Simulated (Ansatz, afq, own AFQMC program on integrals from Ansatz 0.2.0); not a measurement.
## Where AFQMC and coupled cluster stand for CHAl, triplet

```yaml
atoms:
  - { symbol: Al, position_ang: [0.0000, 0.0000, 0.1051] }
  - { symbol: C, position_ang: [0.0000, 0.0000, -1.8111] }
  - { symbol: H, position_ang: [0.0000, 0.0000, 1.7060] }
```

Connectivity, by distances: AlH–C.

Basis 6-31G. Noble-gas cores (and the filled d shells of Ga–Kr and In–Xe) are frozen. Integrals, coupled cluster, full CI and functionals: Ansatz 0.2.0; the random walks run on the same integrals in our own AFQMC program. The CISD trial takes its coefficients from CCSD amplitudes. Released means that phaseless walkers are propagated on without the constraint, phases kept. Error bars are statistical, one sigma.

Determinant: UHF, the one that the program's search chose, which needn't be the lowest solution. The geometry is a point of a scan.

Full CI on the same integrals is exact in this basis and with this determinant's frozen core.

Cautions: lower spins were not checked; an unrestricted solution with more broken spin lies lower (253 meV, ⟨S²⟩ 2.74); strong correlation (T1 0.064, weight of the determinant 0.84, largest double 0.08); unrestricted determinant spin contaminated (⟨S²⟩ 2.11 against 2.00); the released energies are still falling, so no released level is given (meV from the phaseless value at times in 1/Eh: -9 ± 5 at 0.24, -19 ± 3 at 0.51, -25 ± 4 at 0.99, -37 ± 3 at 1.62, -42 ± 4 at 2.40); the ph-AFQMC/CISD walk drifts between its halves (2.6 errors).

The T1 diagnostic is 0.0643. The weight of the determinant in the CISD state is 0.840, the ⟨S²⟩ of the determinant is 2.111 and the size of the correlated space is 8 electrons in 18 orbitals.

Reference: full CI, correlation energy -3.363 eV.

```csv
level,E − E(reference) (kJ/mol),share of correlation (%)
HF,324.5,0.00
MP2,97.0,70.10
CCSD,20.8,93.60
CCSD(T),6.6,97.95
CCSDT,1.3,99.59
CCSDT(Q),-0.5,100.15
CCSDTQ,0.1,99.98
ph-AFQMC/HF,11.9 ± 2.2,96.32
ph-AFQMC/CISD,4.8 ± 0.4,98.51
```

CCSDT and higher add their correlation energy to the determinant of the CCSD(T) run, since their own runs factorise the integrals more tightly (a shift of under 2 meV). A walk keeps the symmetry of its determinant, which the program's search chose and which needn't be the lowest solution, so a lower state of the same spin and another symmetry isn't excluded.
